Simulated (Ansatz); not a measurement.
C₂H₃N, SMILES CC#N: the interaction energy of a dimer with the counterpoise correction, run with Ansatz's Python interface.

`c2h3n.py`
```python
# -*- coding: utf-8 -*-
'''Interaction energy of two C2H3N molecules, with the counterpoise correction.'''

import ansatz

FIRST = [
    ('C', (-0.2528, 0.2913, -0.1945)),
    ('C', (0.5566, -0.6638, 0.4258)),
    ('N', (1.2113, -1.4508, 0.9151)),
    ('H', (0.137, 0.5959, -1.2111)),
    ('H', (-1.3229, -0.0452, -0.318)),
    ('H', (-0.3291, 1.2728, 0.3827)),
]
SECOND = [
    ('C', (-0.0908, -4.2262, 1.6562)),
    ('C', (-0.0823, -4.9893, 2.8266)),
    ('N', (-0.0931, -5.604, 3.7802)),
    ('H', (-0.8947, -4.5526, 0.9314)),
    ('H', (-0.2207, -3.1215, 1.8465)),
    ('H', (0.8761, -4.2984, 1.0544)),
]

def energy(atoms, ghosts=()):
    molecule = ansatz.Crystal.molecule()
    for symbol, xyz in atoms:
        molecule = molecule.atom(symbol, xyz)
    calc = (
        molecule.calculation()
        .basis(gaussian='cc-pVDZ')
        .functional('b3lyp')
    )
    deck = calc.input()
    if ghosts:
        deck = deck.set(ansatz.key.basis.gaussian.ghost_atoms, [{'symbol': s, 'position_ang': list(xyz)} for s, xyz in ghosts])
    return ansatz.Session.from_dict(deck).plan().execute().report['free_energy_ev']


def main():
    # ghost atoms carry the functions of the partner
    both = energy(FIRST + SECOND)
    alone = energy(FIRST) + energy(SECOND)
    ghosted = energy(FIRST, SECOND) + energy(SECOND, FIRST)
    print(f'dimer {both:.6f} eV')
    print(f'interaction, uncorrected   {(both - alone):8.3f} eV')
    print(f'interaction, counterpoise  {(both - ghosted):8.3f} eV')
    print(f'basis-set superposition    {(alone - ghosted):8.3f} eV')


if __name__ == '__main__':
    main()
```

How large is the interaction at this pose, and how much of it is basis-set superposition?

Uncorrected it is -0.042 eV, with the counterpoise correction -0.002 eV; the difference, 0.04 eV, is the superposition error.

The output:

```console
$ python c2h3n.py
dimer -7224.919414 eV
interaction, uncorrected     -0.042 eV
interaction, counterpoise    -0.002 eV
basis-set superposition       0.040 eV
```

Caveats:
- Total energies depend on the basis set; only differences at equal settings carry meaning.
- The dimer is a generated trial pose of unrelaxed monomers, not a minimum, so the figure is no binding energy, and the basis set is small.
- b3lyp holds the VWN-RPA fit, as in Gaussian; the form of ORCA and Turbomole is b3lyp5.
- This level lacks the dispersion part of the attraction (electrostatics and induction are there), which can decide the sign where the interaction is weak.
- Run time: 10 s on 1 thread of Arm Neoverse V1, with other jobs on the host, peak memory 0.27 GiB.

(A comment or docstring line of the script was reworded after the run, the code is as it ran; lines on the test bed's own set-up are left out of the output.)
